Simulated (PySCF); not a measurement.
Molecule: 1,1,2,2-tetrafluoroethane (FC(F)C(F)F, C2H2F4).

Geometry:
| atom | x (Å) | y (Å) | z (Å) |
| --- | --- | --- | --- |
| F1 | -1.242 | 1.190 | 0.182 |
| C2 | -0.694 | 0.051 | -0.281 |
| F3 | -0.590 | 0.129 | -1.614 |
| C4 | 0.689 | -0.114 | 0.337 |
| F5 | 1.528 | 0.799 | -0.168 |
| F6 | 1.148 | -1.343 | 0.038 |
| H7 | -1.342 | -0.802 | -0.013 |
| H8 | 0.641 | 0.003 | 1.435 |

Geometry PBE0-D3(BJ)/def2-SVP throughout; GIAO in PySCF, gas phase, one conformer, non-relativistic; equivalent atoms averaged; functional PBE0.

Q: How do the shifts δ (against CFCl3, TMS at the same level) depend on the basis set? (ppm; last column core-seconds on shared hosts with different chips, so compare them loosely)

A: 
```csv
basis set,functions,F1/F3/F5/F6,C2/C4,H7/H8,core-s
STO-3G,32,-121.5,79.9,3.01,1.8
6-31G,58,-162.5,112.0,5.74,3.4
pcSseg-0,58,-167.0,127.0,6.40,3.3
6-31G*,88,-149.2,109.1,5.63,4.8
def2-SVP,94,-136.0,110.5,5.33,4.8
cc-pVDZ,94,-145.1,110.9,5.34,5.3
pcSseg-1,112,-155.4,113.8,5.63,5.1
aug-cc-pVDZ,156,-146.5,108.6,5.76,11
"6-311+G(2d,p)",174,-156.5,111.4,5.71,11
def2-TZVP,198,-152.6,114.6,5.59,14
cc-pVTZ,208,-150.3,113.9,5.57,16
IGLO-III,230,-155.4,115.8,5.71,19
pcSseg-2,244,-155.1,116.8,5.61,21
```

Q: Which nucleus moves most, in ppm?

A: C2/C4 (sp3 CH bonded to 2 F): from 79.9 ppm with STO-3G to 127.0 ppm with pcSseg-0. The smallest spread is 3.39 ppm, at H7/H8. Proton shifts span only some 12 ppm, so a few tenths of a ppm matter as much there as several ppm in carbon.

Q: Taking the largest basis, pcSseg-2 (244 functions), as the yardstick, rank the others by their worst heavy-atom deviation.

A: IGLO-III 1.1 ppm (230 functions), def2-TZVP 2.5 ppm (198 functions), pcSseg-1 3.1 ppm (112 functions), cc-pVTZ 4.8 ppm (208 functions), 6-311+G(2d,p) 5.4 ppm (174 functions), 6-31G 7.3 ppm (58 functions), 6-31G* 7.7 ppm (88 functions), aug-cc-pVDZ 8.7 ppm (156 functions), cc-pVDZ 10.1 ppm (94 functions), pcSseg-0 11.8 ppm (58 functions), def2-SVP 19.1 ppm (94 functions), STO-3G 37.0 ppm (32 functions).

A small basis that lands close on one nucleus may do so by chance; judge by the trend and by all nuclei.
